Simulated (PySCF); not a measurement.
C4H6F (charge +1).
Bonds: C1–C2 (double), C2–F3, C2–C4, C4–C5. Hydrogens: H6, H7 on C1; H8 on C4; H9, H10, H11 on C5.

The same species was optimised twice, with GFN2-xTB and with PBE0-D3(BJ)/def2-SVP (PySCF), and the same property calculations (PySCF, gas phase) were run on both structures.

```csv
coordinate,GFN2-xTB,PBE0-D3(BJ)/def2-SVP,change
C2–F3 (Å),1.329,1.311,-0.018
C4–C5 (Å),1.427,1.442,+0.015
C1–H7 (Å),1.078,1.093,+0.015
C1–H6 (Å),1.082,1.096,+0.014
C4–H8 (Å),1.085,1.097,+0.012
C1=C2 (Å),1.359,1.367,+0.008
C2–C4 (Å),1.412,1.405,-0.007
C1–C2–C4 (°),124.7,120.8,-3.9
F3–C2–C4 (°),116.0,118.3,+2.3
C1–C2–F3 (°),119.3,120.9,+1.6
C2–C4–C5 (°),122.9,124.5,+1.6
C2–C1–H7 (°),121.7,120.2,-1.5
C5–C4–H8 (°),120.3,119.1,-1.2
H6–C1–H7 (°),118.0,118.8,+0.8
C2–C1–H6 (°),120.3,121.0,+0.7
C1–C2–C4–C5 (°),180,180,0
```

Rotational constants: A = 9800, B = 4036, C = 2906 MHz (GFN2-xTB) against A = 9556, B = 4002, C = 2869 MHz (PBE0-D3(BJ)/def2-SVP). Atoms that the bonding makes alike are paired by their places after alignment. End groups have turned between the structures, so H9, H10, H11 are left out of the comparison.

On the GFN2-xTB structure: lowest singlet, TDDFT (eV) 4.54 [B3LYP/def2-SVPD]; lowest triplet, Tamm–Dancoff (eV) 2.14 [B3LYP/def2-SVPD]; isotropic polarisability (au) 50.9 [B3LYP/def2-SVPD]; HOMO (eV) -14.28 [B3LYP/def2-SVPD]; LUMO (eV) -9.96 [B3LYP/def2-SVPD]; HOMO (eV) -14.46 [PBE0/pcSseg-1]; LUMO (eV) -9.80 [PBE0/pcSseg-1]; GIAO shielding of C1 (ppm) -4.1 [PBE0/pcSseg-1]; GIAO shielding of C2 (ppm) 9.3 [PBE0/pcSseg-1]; GIAO shielding of F3 (ppm) 259.3 [PBE0/pcSseg-1]; GIAO shielding of C4 (ppm) -65.8 [PBE0/pcSseg-1]; GIAO shielding of C5 (ppm) 147.2 [PBE0/pcSseg-1].

Question: What do these properties become on the PBE0-D3(BJ)/def2-SVP structure?

Answer: 
```csv
property,level,on GFN2-xTB,on PBE0-D3(BJ)/def2-SVP,change
"lowest singlet, TDDFT (eV)",B3LYP/def2-SVPD,4.54,4.62,+0.08
"lowest triplet, Tamm–Dancoff (eV)",B3LYP/def2-SVPD,2.14,2.17,+0.03
isotropic polarisability (au),B3LYP/def2-SVPD,50.9,51.6,+0.7
HOMO (eV),B3LYP/def2-SVPD,-14.28,-14.28,0.00
LUMO (eV),B3LYP/def2-SVPD,-9.96,-9.90,+0.06
"energy, GFN2-xTB geometry as zero (kcal/mol)",B3LYP/def2-SVPD,0.0,-1.0,-1.0
HOMO (eV),PBE0/pcSseg-1,-14.46,-14.46,0.00
LUMO (eV),PBE0/pcSseg-1,-9.80,-9.74,+0.06
"energy, GFN2-xTB geometry as zero (kcal/mol)",PBE0/pcSseg-1,0.0,-1.0,-1.0
GIAO shielding of C1 (ppm),PBE0/pcSseg-1,-4.1,-11.0,-6.9
GIAO shielding of C2 (ppm),PBE0/pcSseg-1,9.3,9.1,-0.2
GIAO shielding of F3 (ppm),PBE0/pcSseg-1,259.3,267.0,+7.7
GIAO shielding of C4 (ppm),PBE0/pcSseg-1,-65.8,-64.9,+0.9
GIAO shielding of C5 (ppm),PBE0/pcSseg-1,147.2,145.4,-1.8
```

The heavy atoms differ by 0.036 Å rms after alignment. Among the bonds compared C2–F3 changes most (-0.018 Å). Changes are differences of the printed values. Neither structure is proved a minimum here. Isolated species at its PBE0-D3(BJ)/def2-SVP geometry (one conformer only).

The values belong to the conformer `[CH2:1]=[C:2]([F:3])[CH+:4][CH3:5]`: C1–C2–C4–C5 180°.
